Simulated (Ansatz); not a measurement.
# SiH4O (Si(OH)H3): where methods fail along a bond

SiH4O: 6 atoms, total charge 0, spin state singlet. SMILES: `[H][Si]([H])([H])O`. Geometry: relaxed at GFN2-xTB.

```xyz
6

Si   -0.0599   -0.1150   -0.4079
O    -0.0595   -0.0919    1.2171
H     0.3273    0.6209    1.7173
H     1.3132   -0.1128   -0.9169
H    -0.7604    1.0584   -0.9332
H    -0.7606   -1.3597   -0.6764
```

The Si1–O2 distance is scanned; the parts on either side stay rigid. Basis STO-3G, 6 core orbitals frozen in the correlated methods; program Ansatz 0.2.0. FCI is exact within this basis and core. Energies in eV from each method's value at 1.625 Å; methods without a U are spin-restricted. The shape above is that at 1.625 Å.

```csv
distance (Å),revPBE,HSE06,MP2,CCSD,FCI
1.625,0.00,0.00,0.00,0.00,0.00
2.031,0.93,1.20,1.33,1.09,1.08
2.438,2.87,3.48,3.68,2.93,2.89
3.250,5.39,6.47,5.60,4.11,4.03
4.063,6.16,7.42,4.39,4.18,4.10
```

Departure from the FCI curve at its largest: revPBE +2.06 eV at 4.06 Å; HSE06 +3.32 eV at 4.06 Å; MP2 +1.57 eV at 3.25 Å; CCSD +0.08 eV at 4.06 Å. The curve of MP2 turns over, which the reference doesn't. Restricted functionals keep the electrons paired too, and rise too high.
